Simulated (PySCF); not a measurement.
**SiF2 (SMILES F[Si]F) at PBE0/STO-3G**

Aim: the vertical singlet–triplet gap of SiF2 at PBE0/STO-3G, from 2 runs. The job is set up through a Python script.

The calculation is run with PySCF 2.14.0.

21 further runs of the same task are left out: 4 that didn't finish, 17 set aside as unsound or not needed.

## 1. Starting point

SiF2: 3 atoms, total charge 0, spin state singlet. As SMILES, `F[Si]F`. Geometry: relaxed at GFN2-xTB.

Bond lengths: Si1–F2 1.617 Å, Si1–F3 1.616 Å. Angles: F2–Si1–F3 92.6°.

## 2. The energy at PBE0/STO-3G

File calc.py:

```python
# SiF2
from pyscf import gto, dft

molecule = gto.Mole()
molecule.atom = '''
Si     0.004220    -0.007680    -0.744810
F      1.165930    -0.017340     0.380560
F     -1.170150     0.025020     0.364240
'''
molecule.verbose = 4
molecule.basis = 'sto-3g'
molecule.max_memory = 1860
molecule.charge = 0
molecule.build()

mf = dft.RKS(molecule)
mf.xc = 'pbe0'
mf.conv_tol = 1e-10
mf.grids.level = 5
mf.kernel()
if not mf.converged:
    mf = mf.newton().run(mf.mo_coeff, mf.mo_occ)

e_final = mf.e_tot
print('Final energy', e_final)
```

Run with:

```sh
OMP_NUM_THREADS=1 python calc.py
```

Output:

```text
PySCF version 2.14.0

[INPUT] num. atoms = 3
[INPUT] num. electrons = 32
[INPUT] charge = 0
[INPUT] spin (= nelec alpha-beta = 2S) = 0
[INPUT] symmetry False subgroup None
[INPUT] Mole.unit = angstrom
[INPUT] Symbol           X                Y                Z      unit          X                Y                Z       unit  Magmom
[INPUT]  1 Si     0.004220000000  -0.007680000000  -0.744810000000 AA    0.007974644246  -0.014513096637  -1.407486914837 Bohr   0.0
[INPUT]  2 F      1.165930000000  -0.017340000000   0.380560000000 AA    2.203288380414  -0.032767851000   0.719154173964 Bohr   0.0
[INPUT]  3 F     -1.170150000000   0.025020000000   0.364240000000 AA   -2.211263024660   0.047280947637   0.688313843612 Bohr   0.0

nuclear repulsion = 100.838229174653
number of shells = 11
number of NR pGTOs = 57
number of NR cGTOs = 19
basis = sto-3g
ecp = {}

******** <class 'pyscf.dft.rks.RKS'> ********
method = RKS
initial guess = minao
damping factor = 0
level_shift factor = 0
DIIS = <class 'pyscf.scf.diis.CDIIS'>
diis_start_cycle = 1
diis_space = 8
diis_damp = 0
SCF conv_tol = 1e-10
SCF conv_tol_grad = None
SCF max_cycles = 50
direct_scf = True
direct_scf_tol = 1e-13
XC library pyscf.dft.libxc version 7.0.0
    S. Lehtola, C. Steigemann, M. J.T. Oliveira, and M. A.L. Marques.,  SoftwareX 7, 1–5 (2018)
XC functionals = pbe0
radial grids:
    Treutler-Ahlrichs [JCP 102, 346 (1995); DOI:10.1063/1.469408] (M4) radial grids

becke partition: Becke, JCP 88, 2547 (1988); DOI:10.1063/1.454033
pruning grids: <function nwchem_prune>
grids dens level: 5
symmetrized grids: False
atomic radii adjust function: <function treutler_atomic_radii_adjust>
small_rho_cutoff = 0
Set gradient conv threshold to 1e-05
Initial guess from minao.
tot grids = 131312
init E= -482.57266166913
  HOMO = -0.28177379057106  LUMO = -0.0355056248703735  gap/eV = 6.70130
cycle= 1 E= -482.506037661087  delta_E= 0.0666  |g|= 0.526  |ddm|=  2.1
  HOMO = -0.021757957859786  LUMO = 0.113483083369278  gap/eV = 3.68010
cycle= 2 E= -482.277888487784  delta_E= 0.228  |g|= 1.02  |ddm|= 2.24
  HOMO = -0.127994071413402  LUMO = 0.10464970670094  gap/eV = 6.33056
cycle= 3 E= -482.650476729212  delta_E= -0.373  |g|= 0.0345  |ddm|=  1.3
  HOMO = -0.132133607708584  LUMO = 0.107768846210519  gap/eV = 6.52808
cycle= 4 E= -482.650931003975  delta_E= -0.000454  |g|= 0.00577  |ddm|= 0.0489
  HOMO = -0.132190917381774  LUMO = 0.107842461945393  gap/eV = 6.53164
cycle= 5 E= -482.650942656499  delta_E= -1.17e-05  |g|= 0.00218  |ddm|= 0.0118
  HOMO = -0.132217480020603  LUMO = 0.107901194973545  gap/eV = 6.53396
cycle= 6 E= -482.650944617802  delta_E= -1.96e-06  |g|= 0.000106  |ddm|= 0.00353
  HOMO = -0.132206841771983  LUMO = 0.107897376147734  gap/eV = 6.53357
cycle= 7 E= -482.650944622324  delta_E= -4.52e-09  |g|= 1.89e-05  |ddm|= 0.00016
  HOMO = -0.132205902379422  LUMO = 0.107896116236368  gap/eV = 6.53351
cycle= 8 E= -482.650944622463  delta_E= -1.39e-10  |g|= 9.53e-07  |ddm|= 2.69e-05
  HOMO = -0.132205836766737  LUMO = 0.107896086645418  gap/eV = 6.53351
cycle= 9 E= -482.650944622463  delta_E=    0  |g|= 2.01e-08  |ddm|= 1.46e-06
  HOMO = -0.132205836135495  LUMO = 0.107896087132927  gap/eV = 6.53351
Extra cycle  E= -482.650944622464  delta_E= -9.09e-13  |g|= 2.59e-08  |ddm|= 8.1e-08
converged SCF energy = -482.650944622464
Final energy -482.65094462246356
```

It took 2.6 s on 1 thread of Arm Neoverse V1, shared host; peak memory 0.19 GiB.

## 3. The triplet, same level

File input.py:

```python
from pyscf import gto, dft

mol = gto.M(
    atom='''
Si     0.004220    -0.007680    -0.744810
F      1.165930    -0.017340     0.380560
F     -1.170150     0.025020     0.364240
''',
    basis='sto-3g',
    max_memory=1860,
    verbose=4,
    spin=2,
)

ks = dft.UKS(mol)
ks.xc = 'pbe0'
ks.conv_tol = 1e-10
ks.grids.level = 5
ks.kernel()
if not ks.converged:
    ks = ks.newton().run(ks.mo_coeff, ks.mo_occ)

energy = ks.e_tot
print('E = %.10f Eh' % energy)
```

Run with:

```sh
OMP_NUM_THREADS=1 python input.py
```

Output:

```text
PySCF version 2.14.0

[INPUT] num. atoms = 3
[INPUT] num. electrons = 32
[INPUT] charge = 0
[INPUT] spin (= nelec alpha-beta = 2S) = 2
[INPUT] symmetry False subgroup None
[INPUT] Mole.unit = angstrom
[INPUT] Symbol           X                Y                Z      unit          X                Y                Z       unit  Magmom
[INPUT]  1 Si     0.004220000000  -0.007680000000  -0.744810000000 AA    0.007974644246  -0.014513096637  -1.407486914837 Bohr   0.0
[INPUT]  2 F      1.165930000000  -0.017340000000   0.380560000000 AA    2.203288380414  -0.032767851000   0.719154173964 Bohr   0.0
[INPUT]  3 F     -1.170150000000   0.025020000000   0.364240000000 AA   -2.211263024660   0.047280947637   0.688313843612 Bohr   0.0

nuclear repulsion = 100.838229174653
number of shells = 11
number of NR pGTOs = 57
number of NR cGTOs = 19
basis = sto-3g
ecp = {}

******** <class 'pyscf.dft.uks.UKS'> ********
method = UKS
initial guess = minao
damping factor = 0
level_shift factor = 0
DIIS = <class 'pyscf.scf.diis.CDIIS'>
diis_start_cycle = 1
diis_space = 8
diis_damp = 0
SCF conv_tol = 1e-10
SCF conv_tol_grad = None
SCF max_cycles = 50
direct_scf = True
direct_scf_tol = 1e-13
number electrons alpha = 17  beta = 15
XC library pyscf.dft.libxc version 7.0.0
    S. Lehtola, C. Steigemann, M. J.T. Oliveira, and M. A.L. Marques.,  SoftwareX 7, 1–5 (2018)
XC functionals = pbe0
radial grids:
    Treutler-Ahlrichs [JCP 102, 346 (1995); DOI:10.1063/1.469408] (M4) radial grids

becke partition: Becke, JCP 88, 2547 (1988); DOI:10.1063/1.454033
pruning grids: <function nwchem_prune>
grids dens level: 5
symmetrized grids: False
atomic radii adjust function: <function treutler_atomic_radii_adjust>
small_rho_cutoff = 0
Set gradient conv threshold to 1e-05
tot grids = 131312
init E= -482.57266166913
[... the frontier-level lines of each cycle are left out ...]


cycle= 1 E= -482.38893312317  delta_E= 0.184  |g|= 0.342  |ddm|= 1.89


cycle= 2 E= -482.181574297773  delta_E= 0.207  |g|= 0.658  |ddm|=  1.6


cycle= 3 E= -482.516483011595  delta_E= -0.335  |g|= 0.0262  |ddm|= 0.947


cycle= 4 E= -482.517142884364  delta_E= -0.00066  |g|= 0.00452  |ddm|= 0.0467


cycle= 5 E= -482.517155125439  delta_E= -1.22e-05  |g|= 0.00412  |ddm|= 0.0151


cycle= 6 E= -482.517171404494  delta_E= -1.63e-05  |g|= 0.000436  |ddm|= 0.00805


cycle= 7 E= -482.517171896331  delta_E= -4.92e-07  |g|= 0.000208  |ddm|= 0.00221


cycle= 8 E= -482.517171944013  delta_E= -4.77e-08  |g|= 5.25e-05  |ddm|= 0.000535


cycle= 9 E= -482.517171946887  delta_E= -2.87e-09  |g|= 4.25e-06  |ddm|= 0.000124


cycle= 10 E= -482.517171946944  delta_E= -5.71e-11  |g|= 9.26e-07  |ddm|= 2.54e-05


Extra cycle  E= -482.517171946946  delta_E= -2.5e-12  |g|= 6.99e-07  |ddm|= 3.79e-06
converged SCF energy = -482.517171946946  <S^2> = 2.0027839  2S+1 = 3.0018553
E = -482.5171719469 Eh
```

Run time: 4.2 s. Hardware: 1 thread of Arm Neoverse V1, shared host; peak memory 0.2 GiB.

## 4. Outcome

Level: PBE0/STO-3G.

```
                                        quantity          value
                           singlet: total energy  -482.65094 Eh
                          singlet: dipole moment         0.50 D
                            singlet: HOMO energy       -3.60 eV
                            singlet: LUMO energy        2.94 eV
                          singlet: HOMO–LUMO gap        6.53 eV
                           triplet: total energy  -482.51717 Eh
                          triplet: dipole moment         1.30 D
     triplet: HOMO energy (highest over α and β)        0.07 eV
                                   triplet: ⟨S²⟩          2.003
vertical energy of the triplet above the singlet       3.640 eV
```

At this shape the triplet lies 3.64 eV (84 kcal/mol) above the singlet. In a minimal basis such a difference can be off by several eV, whatever the method. Mulliken charges (singlet) run from -0.24 on F2 to +0.48 on Si1; they depend strongly on the basis. Mulliken charges (triplet) run from -0.20 on F3 to +0.39 on Si1; they depend strongly on the basis.
